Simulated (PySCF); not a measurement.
Spin states of AlP⁻

Unrestricted PBE0; basis Al aug-cc-pV(D+d)Z, P aug-cc-pV(D+d)Z; no relativity; PySCF 2.14. Outer shells of the fragments: Al 3s2 3p1; P− 3s2 3p4.

Followed along the bond (rough minima from three points):

| 2Ms+1 | unpaired | ⟨S²⟩ at the start | R at minimum (Å) | Te (eV) |
| --- | --- | --- | --- | --- |
| 2 | σ ↑ | 0.77 | 2.14 | 0.00 |
| 2 | π ↑ | 0.76 | 2.26 | 0.00 |

Solutions found at the starting distance of 2.360 Å, counted from the lowest of them; the search is not exhaustive and high or unbound solutions are not listed, so other states can lie among these:

```json
{"2Ms+1": "2", "unpaired": "π ↑", "term": "²Π", "E (eV)": "0.00", "⟨S²⟩": "0.76", "⟨Lz²⟩": "1.02", "μ (D)": "-0.39"}
{"2Ms+1": "2", "unpaired": "σ ↑", "term": "²Σ⁺", "E (eV)": "0.21", "⟨S²⟩": "0.77", "⟨Lz²⟩": "0.00", "μ (D)": "-2.10"}
```

A term symbol is given only where ⟨S²⟩ and ⟨Lz²⟩ are close to those of a pure state; real π, δ and φ orbitals otherwise mix terms. A positive dipole points towards P; it is taken about the centre of mass and depends on that origin.

**Question.** Compare the gap between the two lowest followed solutions at the starting distance with the gap between their minima.

**Answer.** At PBE0 the second solution (doublet, unpaired electrons π ↑) lies -0.21 eV from the first (doublet, unpaired electrons σ ↑) at 2.360 Å and +0.00 eV at the minima; the two curves relax by different amounts, since their minima lie near 2.26 and 2.14 Å. A gap this small is a tie at this level.
